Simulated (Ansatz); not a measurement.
C4H6O can be A, `CC1(O)C=C1`, or B, `C=C=C(C)O`.

Program: Ansatz. Geometries: PBE0-D4/def2-TZVP. ΔE: electronic, gas phase. CCSD(T)/CBS is the MP2 limit (def2-TZVPP, def2-QZVPP) plus CCSD(T) − MP2 in def2-TZVPP, frozen cores. DFT in def2-TZVPP. B3LYP here is the variant with VWN-RPA as its local correlation; programs differ in this. One conformer a species, not always the lowest.

Task: Which is lower in electronic energy at CCSD(T)/CBS, and by how much? (Estimate.)

Result: The calculation gave: B, by 72.8 kJ/mol.

Task: Give E(B) − E(A) in kJ/mol with HF/def2-TZVPP, B3LYP, r2SCAN-D4, LDA (SPW92), MP2/def2-TZVPP, BLYP-D4, CCSD(T)/def2-TZVPP. (Estimate.)

Result: Ansatz gave: HF/def2-TZVPP -88.2, B3LYP -94.7, r2SCAN-D4 -81.2, LDA (SPW92) -70.9, MP2/def2-TZVPP -63.3, BLYP-D4 -100.7, CCSD(T)/def2-TZVPP -76.3. None reverses the order clearly.

Task: Does the order hold for the free energy at 298.15 K (harmonic terms from PBE0-D4)? (An estimate is asked.)

Result: Ansatz gave: Yes: G(B) − G(A) = -73.7 kJ/mol, for one conformer each.

Largest T1 diagnostic: 0.012.

In def2-TZVPP, CCSD(T) changes the Hartree–Fock value by +11.9 kJ/mol (the triples alone add −0.4 kJ/mol) and MP2 by +24.9 kJ/mol. From BLYP to BHLYP (50 % exact exchange), in def2-TZVPP and without D4, E(B) − E(A) moves by +17.2 kJ/mol.
